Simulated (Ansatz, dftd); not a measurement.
Species: C₃H₅, charge 0, doublet. C3H5 (SMILES [CH]=CC, doublet).
B3LYP-D3(BJ)/def2-TZVP minimum from Ansatz (a program for electronic structure):
```xyz
8

C      1.3359     0.1766     0.0081
C      0.0582     0.4385    -0.0081
H      2.2670     0.7199     0.0055
H     -0.2541     1.4885    -0.0315
C     -1.0550    -0.5714     0.0021
H     -0.6648    -1.5877     0.0255
H     -1.6988    -0.4243     0.8731
H     -1.6836    -0.4589    -0.8851
```
Charge 0, spin multiplicity 2.

Quantity: atomisation energy (electronic, to ground-state atoms), in kcal/mol. Open shells are spin-unrestricted; no spin-orbit coupling. Correlated methods leave the cores frozen. Rows without X2C or -DK are non-relativistic. CBS(X,Y): correlation extrapolated as X^-3, Hartree-Fock from the larger set. A bracket is a step between two methods taken in the basis named. The functionals are non-relativistic, so their misses hold any scalar relativity. Double hybrids freeze cores in their MP2 part. '+ core + X2C': CCSD(T) terms for core correlation (cc-pwCVTZ) and scalar relativity (cc-pVTZ-DK). For partners of very few electrons the exact lower level stands in for a higher one. The UHF reference of C3H5 ([CH]=CC, doublet) is spin-contaminated (<S^2> up to 0.18 over the pure value in the sets run).

| level | program | atomisation energy (kcal/mol) | difference against the last row |
|---|---|---|---|
| HF/aug-cc-pVTZ | Ansatz | 563.5 | -180.0 |
| r2SCAN/def2-TZVPD | Ansatz | 747.0 | 3.5 |
| PBE0/def2-TZVPD | Ansatz | 748.0 | 4.5 |
| CAM-B3LYP-D4/def2-TZVPD | Ansatz + dftd4 | 746.3 | 2.8 |
| wB97M-V/def2-TZVPD | Ansatz | 742.2 | -1.3 |
| B2GP-PLYP/def2-TZVPD | Ansatz | 732.2 | -11.3 |
| MP2/cc-pVTZ | Ansatz | 725.7 | -17.8 |
| CCSD/aug-cc-pVTZ | Ansatz | 717.2 | -26.3 |
| CCSD/cc-pVQZ | Ansatz | 723.6 | -19.9 |
| CCSD(T)/aug-cc-pVTZ | Ansatz | 726.8 | -16.7 |
| CCSD(T)/cc-pVTZ | Ansatz | 723.9 | -19.6 |
| CCSDT(Q)/cc-pVDZ | Ansatz | 689.6 | -53.9 |
| CCSD(T)/CBS(cc-pVTZ,cc-pVQZ) + [CCSDT(Q) - CCSD(T)]/cc-pVDZ + core + X2C | Ansatz | 743.5 | 0.0 |
